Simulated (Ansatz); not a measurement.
Born–Oppenheimer molecular dynamics of BFHO (4 atoms, charge 0, multiplicity 2). It goes on from the last frame of an earlier run, with new velocities.

Computed with Ansatz 0.2.0, UKS LDA/6-31G*.

```json
{
  "ensemble": "NVE (velocity Verlet)",
  "time step": "0.5 fs",
  "steps asked": "100",
  "starting velocities drawn for": "200 K",
  "seed": "989234"
}
```

First frame:

```xyz
4
Properties=species:S:1:pos:R:3
O 1.170 0.321 -0.401
B -0.041 -0.041 -0.004
F -1.169 0.510 -0.403
H 0.051 -0.906 0.878
```

How far do the bonds stretch over the last three quarters of this one trajectory? (Pairs bonded in most of those frames.)


| bond | mean (Å) | spread (Å) | shortest | longest |
| --- | --- | --- | --- | --- |
| O1–B2 | 1.290 | 0.020 | 1.26 | 1.32 |
| B2–F3 | 1.317 | 0.020 | 1.28 | 1.35 |
| B2–H4 | 1.275 | 0.036 | 1.22 | 1.34 |

Mean temperature of the second half: 201 K. The conserved energy stayed within 0.077 meV per atom of its start (net change 0.064 meV per atom), so the integration is sound. A run of 0.05 ps of so small a system gives no equilibrium averages.

The run took 43 s on 1 thread of Intel(R) Xeon(R) Platinum 8488C (Sapphire Rapids), on a shared host, peak memory 0.1 GiB.
